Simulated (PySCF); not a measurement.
**Vibration and rotation of PO**

ROHF-CCSD(T) constants of PO, ²Π (doublet), unpaired electrons π ↑ (PySCF, no relativity, basis sets P 6-31G(d,p), O 6-31G(d,p); masses 30.9738 and 15.9949 u):

- ωe: 1181.2 cm⁻¹
- ωexe: 6.48 cm⁻¹
- Be: 0.69959 cm⁻¹
- αe: 0.00525 cm⁻¹
- D (centrifugal): 9.82e-07 cm⁻¹
- De to P + O: 5.00 eV

(1) Give the vibrational terms G(v) and spacings up to v = 6.

(2) How well does the Morse estimate ωe²/(4ωexe) reproduce De, and what is D0?

Correlated steps freeze 6 core orbitals. Correlated levels converge slowly with the basis: in double zeta they bind strong bonds too weakly, by up to about 1 eV, and carry superposition errors of some tenths. The state was picked by a PBE0 search and need not be the measured ground state.

Results:

(1) G(v) = ωe(v+½) − ωexe(v+½)².

| v | G(v) (cm⁻¹) | G(v) − G(v−1) | Bv (cm⁻¹) |
| --- | --- | --- | --- |
| 0 | 589.0 |  | 0.6970 |
| 1 | 1757.2 | 1168.2 | 0.6917 |
| 2 | 2912.5 | 1155.3 | 0.6865 |
| 3 | 4054.8 | 1142.3 | 0.6812 |
| 4 | 5184.2 | 1129.4 | 0.6760 |
| 5 | 6300.6 | 1116.4 | 0.6707 |
| 6 | 7404.0 | 1103.4 | 0.6655 |

(2) It gives 6.67 eV, 133 % of the computed De. D0 = De − G(0) = 5.00 − 0.07 = 4.93 eV.
